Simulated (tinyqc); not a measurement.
Ways to converge the cycle: SCF convergence aids in the sto-3g basis, for LiH, spin multiplicity 1. Computed by the program tinyqc with PySCF. RHF with one setting changed at a time; a run stops when the energy changes by less than 1e-09 hartree and the error matrix is below 1e-5. The start is the Wolfsberg-Helmholz matrix. Damping d keeps d of the old density; a shift (hartree) raises the virtual levels; DIIS n extrapolates F over n matrices.

Geometry (angstrom):

| atom | x | y | z |
|---|---|---|---|
| Li | 0.0000 | 0.0000 | 0.0000 |
| H | 0.0000 | 0.0000 | 1.7850 |

lowest restricted solution found by these runs and by PySCF = -7.851215 hartree

Largest element of the error matrix X^T (FDS - SDF) X:

| iteration | plain | damping 0.3 | damping 0.6 | shift 0.4 | DIIS 3 | DIIS 8 |
|---|---|---|---|---|---|---|
| 1 | 7.0e-02 | 7.0e-02 | 7.0e-02 | 7.0e-02 | 7.0e-02 | 7.0e-02 |
| 2 | 2.5e-02 | 3.7e-02 | 5.2e-02 | 4.5e-02 | 2.5e-02 | 2.5e-02 |
| 3 | 1.4e-02 | 2.1e-02 | 3.8e-02 | 3.0e-02 | 1.2e-02 | 1.2e-02 |
| 4 | 7.8e-03 | 1.5e-02 | 2.9e-02 | 2.3e-02 | 1.0e-03 | 1.0e-03 |
| 5 | 4.3e-03 | 1.0e-02 | 2.2e-02 | 1.8e-02 | 2.5e-04 | 5.7e-04 |
| 6 | 2.3e-03 | 6.9e-03 | 1.7e-02 | 1.5e-02 | 1.3e-05 | 4.9e-05 |
| 8 | 6.6e-04 | 3.2e-03 | 1.1e-02 | 9.4e-03 | - | 2.5e-07 |
| 10 | 1.9e-04 | 1.5e-03 | 7.6e-03 | 5.9e-03 | - | - |
| 14 | 1.5e-05 | 3.0e-04 | 3.4e-03 | 2.2e-03 | - | - |
| 20 | - | 2.8e-05 | 9.9e-04 | 5.1e-04 | - | - |
| 30 | - | - | 1.2e-04 | 4.3e-05 | - | - |

How each run ends:

| run | iterations | E (hartree) | state |
|---|---|---|---|
| plain | 16 | -7.85121 | lowest found |
| damping 0.3 | 23 | -7.85121 | lowest found |
| damping 0.6 | 43 | -7.85121 | lowest found |
| shift 0.4 | 37 | -7.85121 | lowest found |
| DIIS 3 | 7 | -7.85121 | lowest found |
| DIIS 8 | 8 | -7.85121 | lowest found |

What does the comparison show, and why?

6 of 6 runs reach the lowest restricted solution found, in 7 to 43 iterations (fastest: DIIS 3). Plain steps already contract here, so damping only slows them. DIIS 3 and DIIS 8 gain by cancelling the error over several earlier matrices, much as a quasi-Newton step does.
